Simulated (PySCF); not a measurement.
Consider hydroxymethyl, `[CH2]O` (CH3O•, doublet). Numbering: `[CH2:1][OH:2]`

Energies: PBE0-D3(BJ)/ma-def2-TZVP (PySCF, density fitting, integration grid level 2) on PBE0-D3(BJ)/ma-def2-SVP structures. Zero-point and thermal terms (298.15 K, 1 bar) come from unscaled PBE0-D3(BJ)/ma-def2-SVP harmonic frequencies, with soft modes damped to free rotors in the entropy.

(1) What are the vertical and the adiabatic ionisation energy for forming the singlet cation?

(2) What oxidation potential follows in DMF (IEF-PCM), given that Fc+/Fc comes at 4.40 V absolute with this functional and basis?

Results:

(1) 8.12 eV vertical and 7.65 eV adiabatic, the latter with zero-point energy.

(2) In the gas phase ΔG of oxidation is 7.676 eV, and solvation is -20.3 kJ/mol for the parent and -314.4 kJ/mol for the product, so the absolute potential is 4.63 V, or 0.23 V against Fc+/Fc. Fc+/Fc in DMF, 4.40 V, is PBE0-D3(BJ)/ma-def2-TZVP on PBE0-D3(BJ)/def2-SVP structures with GFN2-xTB thermal terms. Benchmark calculations put it near 5.0 V in acetonitrile and DMSO, so it is about 0.6 V low, and the value against it can read up to that much too high. The solvent is electrostatics only, on gas-phase structures; the absolute scale refers to an electron at rest in vacuum.
